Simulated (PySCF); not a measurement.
Process, species as SMILES: N (NH3) → [NH2-] + H+
B3LYP-D3(BJ)/def2-TZVP geometries, fixed; electronic energies without zero-point terms.

Effect of the auxiliary basis of density fitting at B3LYP/def2-TZVP with PySCF, against the last row, where the deprotonation energy is 423.91 kcal/mol.

```
setting                                fitting functions, largest species  largest shift of a total energy (mEh)  shift of the deprotonation energy (kcal/mol)
-------------------------------------  ----------------------------------  -------------------------------------  --------------------------------------------
density fitting: autoaux                                              266                                 -0.002                                         0.002
density fitting: def2-universal-jkfit                                 131                                 -0.041                                         0.007
density fitting: cc-pvtz-jkfit                                        169                                 -0.007                                         0.000
density fitting: cc-pvqz-jkfit                                        259                                 -0.005                                        -0.002
density fitting: none                                                   -                                  0.000                                         0.000
```

Within 0.02 kcal/mol in the deprotonation energy: density fitting: autoaux; density fitting: def2-universal-jkfit; density fitting: cc-pvtz-jkfit; density fitting: cc-pvqz-jkfit. The largest shift is 0.041 mEh in a total energy and 0.007 kcal/mol in the difference.
